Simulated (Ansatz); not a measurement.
What a trial cell of KMgBe₆ relaxes into

Computed with Ansatz 0.2.0, DFT PBE, scalar-relativistic, plane waves, PAW. Cutoff 420 eV, Γ-centred k mesh, Gaussian smearing, no spin polarisation in the final step.

The start puts KMgBe₆ on the sites of a reported KAsF6 cell (R-3m, No. 166), with Mg in place of As, Be in place of F, at a guessed volume.

```
CELL_PARAMETERS angstrom
3.45177 1.99288 2.26457
-3.45177 1.99288 2.26457
0.00000 -3.98577 2.26457
ATOMIC_POSITIONS crystal
K 0.50000 0.50000 0.50000
Mg 0.00000 0.00000 0.00000
Be 0.26500 0.26500 0.92600
Be 0.92600 0.26500 0.26500
Be 0.26500 0.92600 0.26500
Be 0.07400 0.73500 0.73500
Be 0.73500 0.73500 0.07400
Be 0.73500 0.07400 0.73500
```

Cell and atoms relax at zero pressure; the relaxation can't lower the symmetry of the start. After a coarse first stage the cell is made exact in the group found at 0.06 Å.

The zero of energy is the elements' standard structures at the same level; no fitted shifts are applied.

Task: Describe the relaxed structure.

Result: It keeps R-3m (No. 166), but not the shape of the type it started on. Conventional cell: a = 6.686 Å, c = 10.469 Å. K is coordinated by 12 Be at 2.79–2.89 Å; Mg is coordinated by 6 Be at 2.88 Å; around Be lie 2 Be at 2.09 Å and 1 Be at 2.27 Å.

Space group R-3m:H (No. 166). a = 6.686 Å, b = 6.686 Å, c = 10.469 Å, α = 90.00°, β = 90.00°, γ = 120.00°
```json
{"atom": "K", "site": "3b", "symmetry": "-3m", "x": "0.3333", "y": "0.6667", "z": "0.1667"}
{"atom": "Mg", "site": "3a", "symmetry": "-3m", "x": "0.0000", "y": "0.0000", "z": "0.0000"}
{"atom": "Be", "site": "18h", "symmetry": ".m", "x": "0.4377", "y": "0.8754", "z": "0.9164"}
```

Task: What are its volume, energy, density and gap?

Result: The volume per atom is 16.88 Å³. The density is 1.44 g/cm³. The energy over the elements is 1.12 eV/atom. The gap on the 6×6×6 mesh is 0 eV (a metal).

The final run used a 6×6×6 mesh on its 8-atom cell and 0.10 eV smearing. For metals, differences of a few meV/atom aren't resolved. Symmetry constrained the relaxation, so the result can be a saddle point.

Cost: 3 runs of about 2 core-minutes in all, on Arm Neoverse V1 (shared hosts).